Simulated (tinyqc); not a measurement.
Worked calculation: RHF in the sto-3g basis, for CH3-, spin multiplicity 1. The basis has no diffuse functions, so it cannot describe the extra electron: this is an exercise in the method, not the real anion. One step of it, computed by the program tinyqc.

Problem. Orthogonalisation. S = U s U^T; canonical form X = U s^(-1/2), so that X^T S X = 1. Each column of U has its largest component positive (the first on a tie).

overlap S:
```
           1C 1s     1C 2s     1C 2px     1C 2py     1C 2pz      2H 1s      3H 1s      4H 1s
1C 1s   1.000000  0.248362   0.000000   0.000000   0.000000   0.073377   0.073257   0.073257
1C 2s   0.248362  1.000000   0.000000   0.000000   0.000000   0.531870   0.531454   0.531454
1C 2px  0.000000  0.000000   1.000000   0.000000   0.000000   0.489800  -0.244866  -0.244866
1C 2py  0.000000  0.000000   0.000000   1.000000   0.000000   0.000000   0.423954  -0.423954
1C 2pz  0.000000  0.000000   0.000000   0.000000   1.000000  -0.018265  -0.018245  -0.018245
2H 1s   0.073377  0.531870   0.489800   0.000000  -0.018265   1.000000   0.173048   0.173048
3H 1s   0.073257  0.531454  -0.244866   0.423954  -0.018245   0.173048   1.000000   0.172956
4H 1s   0.073257  0.531454  -0.244866  -0.423954  -0.018245   0.173048   0.172956   1.000000
```

Give: eigenvalues of S; X.

Solution.

eigenvalues of S: 0.2194  0.3074  0.3078  0.9580  1.0016  1.5193  1.5195  2.1670

X:
```
              1        2        3        4        5        6        7        8
1C 1s   -0.3114   0.0008   0.0000   0.9680   0.1856   0.0000   0.0000   0.1464
1C 2s    1.6512  -0.0028   0.0000  -0.0308   0.0268   0.0000  -0.0001   0.4297
1C 2px   0.0028   1.1808   0.0000  -0.0001   0.0000   0.0000   0.6132   0.0001
1C 2py   0.0000   0.0000   1.1801   0.0000   0.0000   0.6133   0.0000   0.0000
1C 2pz  -0.0533   0.0001   0.0000  -0.1957   0.9802   0.0000   0.0000  -0.0137
2H 1s   -0.7626  -1.1118   0.0000  -0.1499  -0.0289   0.0000   0.4335   0.2918
3H 1s   -0.7583   0.5580  -0.9635  -0.1500  -0.0289   0.3756  -0.2170   0.2916
4H 1s   -0.7583   0.5580   0.9635  -0.1500  -0.0289  -0.3756  -0.2170   0.2916
```
